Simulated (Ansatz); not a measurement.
# BH2NaS: the cost of one run

Method: r2SCAN-D4/def2-SVPD; program: Ansatz 0.2.0, Gaussian basis.

1 further run of the same task is left out (it didn't finish).

### Step 1. Where the work starts

SMILES `B[S][Na]`, 5 atoms, charge 0, spin multiplicity 1.

Atoms are counted from 1 here; the program's logs count them from 0.

Bond lengths: B1–S2 1.731 Å, B1–H4 1.175 Å, B1–H5 1.180 Å, S2–Na3 2.498 Å. Angles: S2–B1–H4 117.8°, S2–B1–H5 121.2°, H4–B1–H5 121.1°, B1–S2–Na3 118.1°.

As a file:

```
B     0.2245    0.4175   -0.6697
S     0.5545   -0.8748    0.4332
Na   -1.0316   -1.2350    2.3294
H     0.9760    0.5853   -1.5566
H    -0.7235    1.1070   -0.5362
```

### Step 2. The run

File md/in.yaml:

```yaml
crystal:
  periodic: [false, false, false]
  atoms:
    - {symbol: B, position_ang: [0.224520, 0.417520, -0.669710]}
    - {symbol: S, position_ang: [0.554550, -0.874800, 0.433160]}
    - {symbol: Na, position_ang: [-1.031620, -1.235020, 2.329360]}
    - {symbol: H, position_ang: [0.976000, 0.585290, -1.556620]}
    - {symbol: H, position_ang: [-0.723450, 1.107010, -0.536190]}
basis:
  gaussian: {orbitals: def2-SVPD}
hamiltonian: {xc: r2scan, dispersion: d4}
md: {n_steps: 80, timestep: 0.5, temperature: 1500, ensemble: nve, seed: 786, initial_velocities: maxwell_boltzmann}
```

The run is started by

```console
$ ansatz run in.yaml --threads 2 --pin off --events-out ev --progress --plain --max-ram 3481MiB
```

Q: Estimate wall time and peak memory on 2 threads of Arm Neoverse V1, shared host.

About 3.2 min, with a peak of 0.15 GiB.
